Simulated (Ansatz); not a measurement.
C3H5FO2 (`CC(O)(F)C=O`). Charge 0, multiplicity 1. All single points use the PBE0-D4/def2-TZVP geometry. It is one conformer, not always the lowest.

```xyz
11

C    -0.810   -0.808    0.659
C    -0.025   -0.084   -0.400
O     0.945   -0.874   -0.924
F    -0.923    0.317   -1.401
C     0.561    1.251    0.065
O     1.710    1.529   -0.131
H    -1.622   -0.182    1.029
H    -1.229   -1.715    0.223
H    -0.155   -1.085    1.486
H     1.692   -0.300   -1.156
H    -0.145    1.951    0.550
```

(1) What is the dipole moment at PBE/def2-TZVPP? (Estimate.)

(2) And with r2SCAN, B3LYP, ωB97M-V? (Best estimate.)

(3) Give the Mulliken charges with PBE, ωB97M-V, B3LYP in def2-TZVPP. (Best estimate.)

## Answers

(1) Computed: 1.95 D, with components (-0.83, 0.05, 1.76) D in this frame, pointing from negative to positive charge.

(2) Computed: r2SCAN 2.05 D, B3LYP 2.13 D, ωB97M-V 2.13 D.

(3) Ansatz gave: 
```tsv
atom	PBE	ωB97M-V	B3LYP
C1	-0.26	-0.29	-0.25
C2	0.30	0.31	0.37
O3	-0.26	-0.28	-0.30
F4	-0.18	-0.22	-0.23
C5	0.06	0.11	0.09
O6	-0.21	-0.26	-0.25
H7	0.09	0.11	0.09
H8	0.10	0.13	0.10
H9	0.09	0.11	0.09
H10	0.20	0.20	0.20
H11	0.06	0.10	0.09
```

B3LYP here is the variant with VWN-RPA as its local correlation; programs differ in this.
